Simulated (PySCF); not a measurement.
## Solvent effects on NMR parameters

Atom-mapped SMILES (the numbers label the heavy atoms): `[CH3:1][n:2]1[cH:3][n:4][cH:5][n:6]1`. Hydrogens are named by the atom that carries them.

GIAO PBE0/pcSseg-1 in PySCF on one PBE0-D3(BJ)/def2-SVP conformer, non-relativistic, equivalent nuclei averaged. Solvents enter as an IEF-PCM continuum (chloroform with ε = 4.7, acetone with ε = 20.5) around the gas-phase geometry. Shifts are referred to TMS computed in the same medium.

In chloroform, δ in ppm: C5 157.4, C3 149.9, C1 36.8, H(C3) 8.01, H(C5) 7.87, H(C1) 3.91. Dipole moment 4.15 D.

Problem. How does each δ change in the more polar medium?

Solution. 
| atoms | environment | Δδ, acetone |
| --- | --- | --- |
| C5 | aromatic CH between two ring heteroatoms | +0.1 |
| C3 | aromatic CH between two ring heteroatoms | +1.1 |
| C1 | methyl carbon bonded to N | +0.3 |
| H(C3) | hydrogen on an aromatic CH between two ring heteroatoms | +0.12 |
| H(C5) | hydrogen on an aromatic CH between two ring heteroatoms | +0.01 |
| H(C1) | hydrogen on a methyl carbon bonded to N | +0.05 |

Changes are relative to chloroform. The dipole moment becomes 4.39 D in acetone.

Problem. Which nuclei move most (in ppm), and what does the model miss?

Solution. C3 (aromatic CH between two ring heteroatoms, +1.1 ppm) in acetone. A continuum only polarises the solute; specific hydrogen bonds, the anisotropy of aromatic solvents and changes of geometry or conformer are outside it.
